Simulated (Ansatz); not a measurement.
C₂H₃NS (`SC1=NC1`), one more setting.

```yaml
crystal:
  periodic: [false, false, false]
  atoms:
    - {symbol: S, position_ang: [-1.585666, -0.740513, -1.080093]}
    - {symbol: C, position_ang: [-0.218021, -0.523201, -0.076939]}
    - {symbol: N, position_ang: [0.553198, -1.193338, 0.647814]}
    - {symbol: C, position_ang: [0.791823, 0.305848, 0.529479]}
    - {symbol: H, position_ang: [-1.691812, 0.553154, -1.421101]}
    - {symbol: H, position_ang: [0.552283, 0.910288, 1.400779]}
    - {symbol: H, position_ang: [1.659397, 0.619760, -0.045541]}
basis:
  gaussian: {orbitals: aug-cc-pVTZ}
hamiltonian: {xc: {name: B97}}
accuracy: high
scf: {lower_state_search: off}
output: {forces: true}
```

```sh
$ ansatz run in.yaml --threads 2 --pin off --events-out ev --progress --plain --max-ram 4352MiB
```

Shortened log:

```
Functional definition: B97
3865 factors; integrals over basis functions are off by at most 3.5e-9 eV
mean field evaluation 1: about -14435.0377 eV, gradient 6.4e1 eV
mean field evaluation 2: about -14341.8966 eV, gradient 1.7e2 eV
mean field evaluation 4: about -14443.7021 eV, gradient 2.6e1 eV
mean field evaluation 8: about -14445.1691 eV, gradient 1.3e0 eV
mean field evaluation 16: about -14445.1729 eV, gradient 1.0e-4 eV
mean field -14445.17293027 eV, -530.8503138977 hartree, gradient 9.0e-8 eV, S^2 0.000000; 0 other end points of the search recorded, 0 dependent functions left out
reference -14445.17293374 eV, -530.8503140251 hartree; 19, 19 occupied and 238, 238 virtual orbitals, 3865 factors
Total energy: -14445.17293374 eV, -530.8503140251 hartree
Atom 0 at    -1.585666    -0.740513    -1.080093 Å, force    -0.389614    -0.162616    -0.265538 eV/Å
Atom 1 at    -0.218021    -0.523201    -0.076939 Å, force    -0.052463     0.007294    -0.042322 eV/Å
Atom 2 at     0.553198    -1.193338     0.647814 Å, force     0.124630    -0.632960     0.223263 eV/Å
Atom 3 at     0.791823     0.305848     0.529479 Å, force     0.325213     0.640058     0.120430 eV/Å
Atom 4 at    -1.691812     0.553154    -1.421101 Å, force    -0.034845     0.110441    -0.048810 eV/Å
Atom 5 at     0.552283     0.910288     1.400779 Å, force     0.009677     0.019649     0.011914 eV/Å
Atom 6 at     1.659397     0.619760    -0.045541 Å, force     0.017402     0.018134     0.001062 eV/Å
Dipole moment:    -0.225112     0.500607    -0.272801 e Å
Checks for a lower state left out: stability, starts, cluster_reference, orbital_swaps, neighbouring_geometries, increment
```

It took 35 s on 2 threads of an AMD EPYC 7B13 on a shared host, with 1.8 GiB of host memory at the peak.
